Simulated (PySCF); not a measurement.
Molecule: `InChI=1S/C2H4/c1-2/h1-2H2`.

Numbering as in the mapped SMILES `[CH2:1]=[CH2:2]`. Each H is labelled by its parent atom.

Geometry PBE0-D3(BJ)/def2-SVP throughout; GIAO in PySCF, gas phase, one conformer, non-relativistic; equivalent atoms averaged; basis pcSseg-2.

(1) How do the absolute shieldings σ depend on the functional? (ppm; last column core-seconds on shared hosts with different chips, so compare them loosely; the GGAs took longer than the global hybrids here, which isn't the general rule, and the cause wasn't traced)

(2) Which nucleus moves most, in ppm?

## Answers

(1) 
| functional | kind | C1/C2 | H(C1)/H(C2) | core-s |
| --- | --- | --- | --- | --- |
| HF | Hartree–Fock | 58.8 | 26.00 | 1 |
| LDA | LDA | 40.4 | 24.88 | 2.9 |
| PBE | GGA | 46.1 | 25.43 | 4.6 |
| BLYP | GGA | 42.9 | 25.72 | 3.5 |
| BP86 | GGA | 46.4 | 25.51 | 3.5 |
| OPBE | GGA | 55.2 | 25.41 | 3.5 |
| KT2 | GGA | 57.7 | 25.65 | 3.6 |
| KT3 | GGA | 58.4 | 25.84 | 3.4 |
| B97-D | GGA | 50.9 | 25.75 | 3.5 |
| B3LYP | global hybrid | 45.4 | 25.71 | 2.3 |
| PBE0 | global hybrid | 49.3 | 25.47 | 2.2 |
| mPW1PW91 | global hybrid | 48.7 | 25.54 | 2.1 |
| WP04 | global hybrid | 40.0 | 26.19 | 3.2 |
| B97-2 | global hybrid | 52.0 | 25.65 | 3 |
| BHandHLYP | global hybrid | 49.6 | 25.76 | 3.2 |
| CAM-B3LYP | range-separated hybrid | 45.6 | 25.57 | 4.1 |
| wB97X-D | range-separated hybrid | 48.5 | 25.57 | 4 |
| LC-wPBE | range-separated hybrid | 47.5 | 25.41 | 5.7 |

(2) C1/C2 (terminal =CH2 carbon): from 40.0 ppm with WP04 to 58.8 ppm with HF. The smallest spread is 1.31 ppm, at H(C1)/H(C2). Proton shifts span only some 12 ppm, so a few tenths of a ppm matter as much there as several ppm in carbon.
